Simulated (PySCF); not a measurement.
## Löwdin shares of the frontier orbitals

Compound: 3-methyl-1-butanethiol, C5H12S.
Atom-mapped SMILES: `[CH3:1][CH:2]([CH3:3])[CH2:4][CH2:5][SH:6]` (hydrogens: H7, H8, H9 on C1; H10 on C2; H11, H12, H13 on C3; H14, H15 on C4; H16, H17 on C5; H18 on S6)

Structure used (GFN2-xTB), in Å, numbered top down from 1:
```
atom  x, y, z in Å
C1    -0.9067    1.5393   -0.4247
C2    -0.7312    0.0671   -0.0603
C3    -1.9165   -0.7429   -0.5830
C4     0.5742   -0.5048   -0.6279
C5     1.8144    0.0975    0.0115
S6     3.3529   -0.6355   -0.6494
H7    -1.8708    1.9000   -0.0737
H8    -0.1320    2.1528    0.0280
H9    -0.8660    1.6685   -1.5043
H10   -0.7033   -0.0235    1.0319
H11   -1.8219   -1.7914   -0.3091
H12   -2.8476   -0.3646   -0.1676
H13   -1.9712   -0.6741   -1.6673
H14    0.5846   -1.5861   -0.4634
H15    0.6079   -0.3329   -1.7061
H16    1.8166   -0.0392    1.0935
H17    1.9083    1.1585   -0.2131
H18    3.0994   -1.8824   -0.2562
```

Method: TDDFT PBE0/def2-SVPD, vertical, gas phase, core orbitals frozen in the response in PySCF.

Kohn–Sham orbitals with the atoms that hold most of them (Löwdin shares over 4%, at most four atoms; ? is withheld):

```json
{"orbital": "LUMO+2", "ε (eV)": "0.96", "atoms": "C3 20%, S6 16%, H12 10%, C1 8%"}
{"orbital": "LUMO+1", "ε (eV)": "0.75", "atoms": "S6 57%, H18 14%, C5 7%, C1 4%"}
{"orbital": "LUMO", "ε (eV)": "0.26", "atoms": "?"}
{"orbital": "HOMO", "ε (eV)": "-6.75", "atoms": "?"}
{"orbital": "HOMO-1", "ε (eV)": "-8.79", "atoms": "S6 38%, C5 13%, C2 13%, C4 12%"}
{"orbital": "HOMO-2", "ε (eV)": "-9.30", "atoms": "C2 19%, C1 18%, C3 14%, C4 12%"}
{"orbital": "HOMO-3", "ε (eV)": "-9.33", "atoms": "C2 26%, H10 15%, C1 13%, C4 11%"}
```

(1) Give the leading atoms of the HOMO.

(2) Which atoms hold the LUMO, and with what shares?

(3) How does S1 compare with the orbital gap of 7.01 eV?

(4) Give energy, strength and leading configuration of S1 and S2, and follow the Löwdin shares of the leading atoms from the occupied to the empty orbital.

## Answers

(1) S6 (bonded to C and H) 75%; C5 (bonded to C, S and 2 H) 10%; H18 (bonded to S) 6%.

(2) S6 (bonded to C and H) 42%; H18 (bonded to S) 12%; C5 (bonded to C, S and 2 H) 9%; C4 (bonded to 2 C and 2 H) 6%. By element: sulfur 42%, carbon 15% or more, hydrogen 12% or more.

(3) S1 is at 5.48 eV (f = 0.0064), 1.53 eV below the gap, made of HOMO→LUMO (89%). Without the coupling terms of the response equations the lowest excitation would equal the gap.

(4) 
- S1 (5.48 eV, f 0.0064), HOMO→LUMO (89%): S6 75% → 42%, C5 10% → 9%, H18 6% → 12%
- S2 (6.16 eV, f 0.034), HOMO→LUMO+1 (89%): S6 75% → 57%, C5 10% → 7%, H18 6% → 14%

One conformer stands for the species.
